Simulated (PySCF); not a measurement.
# Vertical excitation energies

CClF (singlet state).
Numbering: `[F:1][C:2][Cl:3]`

Geometry (PBE0-D3(BJ)/def2-TZVP, Å), atoms numbered from 1 in this order:
```
atom  x, y, z in Å
F1    -1.021   -0.205    0.522
C2    -0.250    0.500   -0.236
Cl3    1.277   -0.327   -0.301
```

Level of theory: PySCF, TDDFT CAM-B3LYP/aug-cc-pVTZ, vertical, gas phase, core orbitals frozen in the response. Isolated species at its PBE0-D3(BJ)/def2-TZVP geometry, gas phase.

| state | E (eV) | E (hartree) | f | \|μ\| (D) | symmetry | main configurations (H = HOMO, L = LUMO) |
| --- | --- | --- | --- | --- | --- | --- |
| S1 | 3.32 | 0.1221 | 0.0074 | 0.77 | A″ | H→L (99%) |
| S2 | 5.46 | 0.2005 | 0.0001 | 0.07 | – | H-1→L (99%) |
| S3 | 6.40 | 0.2351 | 0.0045 | 0.43 | A′ | H-2→L (72%), H→L+2 (10%) |
| S4 | 7.44 | 0.2734 | 0.235 | 2.89 | A′ | H→L+2 (52%), H→L+3 (20%), H-2→L (17%) |
| S5 | 7.85 | 0.2883 | 0.065 | 1.47 | A′ | H→L+1 (71%), H→L+2 (16%) |
| S6 | 8.24 | 0.3029 | 0.033 | 1.03 | A′ | H→L+3 (54%), H→L+2 (18%), H→L+1 (14%) |
| S7 | 8.48 | 0.3116 | 0.041 | 1.13 | A″ | H→L+4 (98%) |
| S8 | 8.70 | 0.3197 | 0.078 | 1.54 | A′ | H→L+5 (55%), H-1→L+2 (13%), H→L+3 (10%) |
| S9 | 8.96 | 0.3293 | 0.035 | 1.01 | A′ | H-1→L+2 (32%), H→L+5 (26%), H-1→L+5 (10%) |
| S10 | 9.08 | 0.3337 | 0.0009 | 0.16 | – | H-2→L+2 (34%), H-2→L+1 (26%), H-2→L+5 (15%) |

Triplets (Tamm–Dancoff): T1 1.64 eV, H→L (95%); T2 5.23 eV, H-1→L (98%); T3 5.29 eV, H-2→L (99%); T4 5.98 eV, H→L+2 (36%), H→L+8 (18%), H→L+1 (18%).

The lowest singlet comes at 373 nm (320 kJ/mol) in the ultraviolet; it is weak; its leading configuration is HOMO→LUMO (99%). The most intense listed level is S4 at 7.44 eV (167 nm, f = 0.235), 4.12 eV above S1. Löwdin shares by element: HOMO carbon 60%, chlorine 26%, fluorine 14%; LUMO carbon 64%, chlorine 21%, fluorine 16%. Orbital energies (eV): HOMO-3 -15.78, HOMO-2 -12.05, HOMO-1 -11.68, HOMO -9.62, LUMO -1.74, LUMO+1 0.86, LUMO+2 1.08. The listed states span 5.76 eV, and the widest gap between neighbours is 2.14 eV (S1 to S2). The oscillator strengths of these states sum to 0.500; summed over the whole spectrum of an exact calculation they would give the number of electrons, 32 (Thomas–Reiche–Kuhn). No computed singlet lies in the visible range (380 to 750 nm); the lowest, at 373 nm, stands 0.06 eV above its violet end (3.26 eV). Symmetry labels in Cs follow from the direction of the transition dipole and are given only for states with f of 0.002 or more. Only the lowest 10 singlets were computed, as vertical energies without vibronic structure.
